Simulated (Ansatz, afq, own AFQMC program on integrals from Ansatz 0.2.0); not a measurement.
# CH₃B, singlet in def2-TZVP, levels against CCSDT(Q)

```yaml
atoms:
  - { symbol: C, position_ang: [-0.3929, 0.3522, -0.2662] }
  - { symbol: B, position_ang: [-0.0732, -1.0074, 0.3759] }
  - { symbol: H, position_ang: [-1.1662, 0.8732, 0.3274] }
  - { symbol: H, position_ang: [0.5193, 0.9756, -0.2995] }
  - { symbol: H, position_ang: [-0.7668, 0.2017, -1.2954] }
```

Connectivity, by distances: CH3–B.

Basis def2-TZVP. Noble-gas cores (and the filled d shells of Ga–Kr and In–Xe) are frozen. Integrals, coupled cluster, full CI and functionals: Ansatz 0.2.0; the random walks run on the same integrals in our own AFQMC program. ph-AFQMC/CISD is guided by a CISD state made of CCSD amplitudes; releasing the constraint for a short imaginary time cuts its bias at the price of noise, slowly where states lie close. Uncertainties: one standard error, sampling alone.

Determinant: RHF, the one that the program's search chose, which needn't be the lowest solution. The geometry is a PBE0/def2-SVP stationary point of this or a neighbouring charge and spin state.

No full CI on the walks' own integrals is used here; CCSDT(Q) serves as the reference and is uncertain by about the last step of the cluster series.

Cautions: higher spins were not checked; restricted determinant unstable towards unrestricted (UHF 72 meV lower, ⟨S²⟩ 0.32); the released energies are still falling, so no released level is given (meV from the phaseless value at times in 1/Eh: -3 ± 3 at 0.24, -7 ± 3 at 0.51, -12 ± 4 at 0.99, -15 ± 4 at 1.62, -24 ± 5 at 2.40).

```
T1 diagnostic                               : 0.0128
weight of the determinant in the CISD state : 0.869
size of the correlated space                : 10 electrons in 78 orbitals
```

```json
{"level": "MP2", "correlation energy (eV)": "-6.5368"}
{"level": "CCSD", "correlation energy (eV)": "-7.4722"}
{"level": "CCSD(T)", "correlation energy (eV)": "-7.7373"}
```

Estimate where phaseless AFQMC with a CISD trial lies against CCSD(T) on the same integrals.

0.44 ± 0.09 kcal/mol below CCSD(T).

Reference: CCSDT(Q), correlation energy -7.770 eV.

```csv
level,E − E(reference) (kcal/mol),share of correlation (%)
CCSD(T),0.75,99.58
CCSDT,0.25,99.86
ph-AFQMC/CISD,0.31 ± 0.09,99.83
```
